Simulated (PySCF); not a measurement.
Compound: C3H5FS.
Geometry (PBE0-D3(BJ)/def2-SVP, Å), atoms numbered from 1 in this order:
```xyz
10
C3H5FS angstrom
C     -1.564   -0.775    1.157
C     -0.555   -0.017    0.731
F     -0.663    1.315    0.699
S      1.025   -0.626    0.270
C      1.369    0.411   -1.173
H     -2.465   -0.308    1.557
H     -1.484   -1.861    1.124
H      1.306    1.474   -0.905
H      0.683    0.185   -2.001
H      2.397    0.177   -1.478
```

Computed, not measured: MP2 and CCSD/aug-cc-pVDZ in PySCF, restricted Hartree–Fock reference, 9 core orbitals frozen, non-relativistic, gas phase, PBE0-D3(BJ)/def2-SVP geometry.

E(HF) = -613.47455 Eh.

Question: How large is the problem?

Answer: 164 basis functions and 48 electrons; 9 orbitals frozen, which leaves o = 15 correlated occupied and v = 140 virtual orbitals. That is o·v = 2100 singles and o·v(o·v + 1)/2 = 2206050 distinct closed-shell doubles amplitudes before symmetry; the costliest CCSD step grows as o²v⁴ = 8.6 × 10^10.

Question: What are the MP2 and CCSD correlation energies?

Answer: MP2 -0.7705 Eh and CCSD -0.8163 Eh, which gives totals of -614.24501 and -614.29085 Eh. That is 0.740 eV for each correlated electron at CCSD (2143 kJ/mol in all, 0.133 % of the total energy); MP2 gives 94.4 % of the CCSD value.

Question: What is the T1 diagnostic?

Answer: 0.0126, below the customary warning level of 0.02. It is the norm of the spatial-orbital singles amplitudes over the root of the number of correlated electrons, so the norm is 0.069.

Question: How does correlation change the dipole moment?

Answer: HF gives 1.18 D and CCSD (unrelaxed density) 1.08 D, a change of -0.10 D.

No triples correction and no basis-set extrapolation were made.

The job also held the EOM ionisation roots. Hardware: an Arm Neoverse V2 with one thread, shared host with 96 logical CPUs at a one-minute load of 12. Cost: 5.9 min wall, 2.9 GiB resident at most.

One conformer stands for the species.
